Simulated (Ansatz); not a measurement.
The cluster Mg2Al. Charge 0, multiplicity 2. Geometry relaxed at r2SCAN-D4/def2-TZVP.

```xyz
3

Al   -0.4457   -1.1191    0.8979
Mg    1.6978    0.1830   -0.1861
Mg   -1.2521    0.9361   -0.7118
```

The structure comes from a short search, and lower isomers may exist.

Q: Estimate the harmonic wavenumbers at UKS r2SCAN-D4/def2-TZVP (Ansatz, unscaled). Is this a minimum?

A: 166, 247, 271 cm⁻¹. Yes, no mode is imaginary beyond noise. Zero-point energy 4.1 kJ/mol. Run time 17 s (4 threads of AMD EPYC 7B13 on a shared host).
